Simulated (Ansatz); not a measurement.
We consider corundum (α-Al2O3), described by r²SCAN-D4 in Ansatz (PAW).

Numerical settings: plane-wave cutoff 560 eV, 8×8×8 k mesh, Fermi–Dirac smearing 0.01 eV, scalar-relativistic PAW data made under PBE.

Shape and atoms are relaxed at each volume.

Pressure at four volumes; x = ln(V/8.436 Å³). One pressure is withheld.

| V (Å³/atom) | x | P (GPa) |
|---|---|---|
| 8.098 | -0.0409 | 11.50 |
| 8.436 | 0.0000 | 0.00 |
| 8.604 | 0.0197 | -4.95 |
| 8.773 | 0.0392 | ? |

Q: Pass a parabola P(x) through the three rows shown, estimate the bulk modulus and its pressure derivative near zero pressure, and predict the withheld pressure.

A: Slopes between the rows: (0.00 − (11.50))/(0.0000 − (-0.0409)) = -281.17 and (-4.95 − (0.00))/(0.0197 − (0.0000)) = -251.27 GPa. Their difference over the span 0.0606 is c = 29.90/0.0606 = 493.4 GPa, so P(x) = 11.50 + (-281.17)(x − (-0.0409)) + 493.4 (x − (-0.0409))(x − (0.0000)). At the middle row B = −dP/dx = −[-281.17 + 493.4 × 0.0409] = 261.0 GPa, and B′ = dB/dP = 2c/B = 3.8. At x = 0.0392 the parabola gives -9.47 GPa; the run gives -9.44 GPa. The Birch–Murnaghan fit to the energies at all volumes has B0 = 260 GPa and B′ = 3.9.

Measured, for comparison: bulk modulus 254 GPa (298 K, copied from a table, unchecked, not corrected to a static lattice, with K' = 4.34, our sources range from 239 to 254; as tabulated in BurnMan's mineral tables). Computed (rounded) less measured: bulk modulus not scored (unchecked). A static lattice is as a rule a little smaller and stiffer than an uncorrected measurement, which narrows the difference in the bulk modulus and would widen misses of the other sign.

Note: the bulk modulus comes from volumes at which shape and atoms were relaxed.

Ansatz is a program for electronic structure.
